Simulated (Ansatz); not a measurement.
# AlH3S2: small, medium and large basis sets

One table from this session's results is given with a row withheld; the runs are named, their logs left out.

Computed with Ansatz 0.2.0, Gaussian basis. Level: one geometry, several basis sets.

Plan: PBE0-D4/def2-SVP; ωB97M-V/def2-SVP; PBE0-D4/def2-QZVPP; ωB97M-V/def2-QZVPP; CCSD(T)/cc-pV(D+d)Z; CCSD(T)/cc-pV(T+d)Z; CCSD(T)/cc-pV(Q+d)Z; the functionals' def2-TZVPP values are taken from earlier runs.

### The relaxed structure

All runs share one geometry, relaxed beforehand with PBE0-D4 in a triple-zeta def2 set.

6 atoms, charge 0, spin multiplicity 1.

Atoms are counted from 1 here; the program's logs count them from 0.

Bond lengths: S1–Al2 2.178 Å, S1–H4 1.344 Å, Al2–S3 2.178 Å, Al2–H5 1.576 Å, S3–H6 1.344 Å. Angles: Al2–S1–H4 92.3°, S1–Al2–S3 116.1°, S1–Al2–H5 122.0°, S3–Al2–H5 122.0°, Al2–S3–H6 92.3°.

Set-up of the first run:

in.yaml

```yaml
crystal:
  periodic: [false, false, false]
  atoms:
    - {symbol: S, position_ang: [-1.483953, -1.271459, -0.806040]}
    - {symbol: Al, position_ang: [0.033570, 0.106482, -0.069918]}
    - {symbol: S, position_ang: [1.098445, -0.511731, 1.726555]}
    - {symbol: H, position_ang: [-1.794670, -0.464626, -1.835654]}
    - {symbol: H, position_ang: [0.343061, 1.471194, -0.794820]}
    - {symbol: H, position_ang: [1.845547, 0.606041, 1.733676]}
basis:
  gaussian: {orbitals: def2-SVP}
hamiltonian: {xc: pbe0, dispersion: d4}
output: {orbitals: {seedname: orbitals}}
```

The run is started by

```sh
$ ansatz run in.yaml --threads 2 --pin off --events-out ev --progress --plain --max-ram 32768MiB --backend cpu
```

Steps of the session up to this table: PBE0-D4 in def2-SVP; ωB97M-V in def2-SVP; PBE0-D4 in def2-QZVPP; ωB97M-V in def2-QZVPP.

One table of the session follows, with a row left open; its other results are not shown here.

It belongs to the step «Density functionals: the series». 

| functional | basis | HOMO (eV) |
| --- | --- | --- |
| PBE0-D4 | def2-SVP | -7.50 |
| PBE0-D4 | def2-TZVPP | -7.64 |
| PBE0-D4 | def2-QZVPP | ? |
| ωB97M-V | def2-SVP | -9.59 |
| ωB97M-V | def2-TZVPP | -9.78 |
| ωB97M-V | def2-QZVPP | -9.82 |

Estimate the missing values for PBE0-D4, def2-QZVPP.

**Answer.** HOMO (eV): -7.67. In the column «HOMO (eV)» it lies between ωB97M-V, def2-SVP (-9.59) and PBE0-D4, def2-TZVPP (-7.64).
